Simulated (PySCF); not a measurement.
## Li: electron affinity

Li⁻ [He] 2s2 (1S) → Li [He] 2s1 (2S), as a difference of total energies. Computed with PySCF 2.14 in aug-cc-pCVQZ, with no relativity, point nucleus. Correlated levels: valence and next inner shell: nothing frozen. The calculations carry no spin-orbit coupling.

```csv
method,electron affinity (eV)
UHF,-0.123
MP2 (valence and next inner shell),0.369
SCS-MP2 (valence and next inner shell),0.466
CCSD (valence and next inner shell),0.608
CCSD(T) (valence and next inner shell),0.616
```

Errors of the correlated levels include the incompleteness of this basis.

A negative affinity means that the anion lies above the atom at that level of theory.

The coupled-cluster amplitudes are large for Li⁻ (T1 above 0.03 or a double amplitude above 0.15), so a single reference is strained.

For comparison: 0.618 eV (measured; photodetachment measurements, as compiled on the Wikipedia data page of electron affinities).
